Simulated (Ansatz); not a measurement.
Predict the output of the script below (the Ansatz DFT code, driven from Python).

Script `run_cas.py`:
```python
"""Static correlation in CH4O2: natural occupations of an active space."""

import ansatz as az

geometry_ang = [
    ("O", [-1.1217, -0.5296, -0.0941]),
    ("C", [-0.0663, 0.2548, 0.3434]),
    ("O", [1.055, -0.5503, 0.288]),
    ("H", [-1.0853, -0.4398, -1.0779]),
    ("H", [0.0757, 1.1514, -0.2798]),
    ("H", [-0.2412, 0.5704, 1.3796]),
    ("H", [1.445, -0.525, -0.6049]),
]
ch4o2 = az.Crystal.molecule()
for symbol, xyz in geometry_ang:
    ch4o2 = ch4o2.atom(symbol, xyz)

model = ch4o2.calculation().basis(gaussian="6-31G*").correlation(active_electrons=2, active_orbitals=2)
for method in [None]:
    report = (model if method is None else model.correlation(method)).run().report
    space = report["configurations"]
    state = space["states"][0]
    print(method or "casscf", f"total {report['free_energy_ev'] / 27.211386246:.6f} Ha, active-space state {state['energy']['hartree']:.6f} Ha, mean field {report['reference_energy_ev'] / 27.211386246:.6f} Ha")
    print("  determinants", state["n_determinants"], " natural occupations", [round(n, 3) for n in space["natural_occupations"]])
```

`python run_cas.py` gives:
```text
casscf total -189.908211 Ha, active-space state -189.908211 Ha, mean field -189.885443 Ha
  determinants 4  natural occupations [1.977, 0.023]
```

Notes:
- Total energies depend on the basis set; only differences at equal settings carry meaning.
- The geometry is a force-field or estimated start, not a minimum of this method, and the basis set is short of its limit. The active space starts as a window about the frontier orbitals and is then optimised, not chosen by chemistry.
- Wall time of the script: 1.9 s on 1 thread of Arm Neoverse V1, with other jobs on the host, peak memory 0.15 GiB.
